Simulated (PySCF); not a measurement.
# From computed data to an observable: chemical shift, span and skew from a shielding tensor

diphosphorus (P2), SMILES P#P. Atoms are numbered in the order given.

```xyz
2

P      0.0000     0.0000    -0.9442
P      0.0000     0.0000     0.9442
```

Geometry optimised at B3LYP-D3(BJ)/def2-TZVPD.

GIAO shieldings from PySCF with KT2/pcSseg-2, non-relativistic, no solvent. The symmetric part of the tensor of P1 has the principal values -866.9, -866.9, 971.9 ppm. The same nucleus in PH3 has σ = 593.0 ppm at this level (PySCF, at its B3LYP-D3(BJ)/def2-TZVP geometry).

Task: Work out the isotropic shielding, the ³¹P shift against PH3, the span and the skew.

Result: 
σ(iso) = (σ11 + σ22 + σ33)/3 = -254.0 ppm. δ = σ(ref) − σ(iso) = 593.0 − (-254.0) = 847.0 ppm.
Span Ω = σ33 − σ11 = 1838.8 ppm. Skew κ = 3(σ(iso) − σ22)/Ω = 1.00, an axial tensor. Tumbling in solution averages the tensor to δ; in a static solid the shielding alone would spread this spin-1/2 line over Ω.
